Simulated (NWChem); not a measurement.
Molecule: chloromethane (CH3Cl); SMILES ClC

Computed with NWChem. Pople sets run with spherical d functions. All runs use the structure optimised with PBE0/def2-SVP. Total energies compare along this basis series because the functional is fixed.

```
level              basis functions  energy (Ha)  highest occupied level (eV)  orbital gap (eV)  dipole (D)
-----------------  ---------------  -----------  ---------------------------  ----------------  ----------
B3LYP/STO-3G                    17    -494.6152                        -6.39             10.68        2.04
B3LYP/3-21G                     28    -497.6862                        -8.09                 …           …
B3LYP/6-31G*                    38    -500.1041                        -8.06              9.00        2.00
B3LYP/6-31+G*                   46    -500.1073                        -8.22              8.11        2.07
B3LYP/def2-SVP                  47    -499.9465                        -7.83              8.96        1.77
B3LYP/def2-SVPD                 71    -499.9600                        -8.28              8.36        1.93
B3LYP/def2-TZVP                 86    -500.1571                        -8.16              8.64        1.88
B3LYP/6-311++G**                73    -500.1514                        -8.25              7.83        2.02
B3LYP/aug-cc-pVTZ              165    -500.1653                        -8.24              7.78        1.90
```

### Question
Fill in the missing entries.

### Answer

- B3LYP/3-21G, orbital gap (eV): 9.22
- B3LYP/3-21G, dipole (D): 2.17
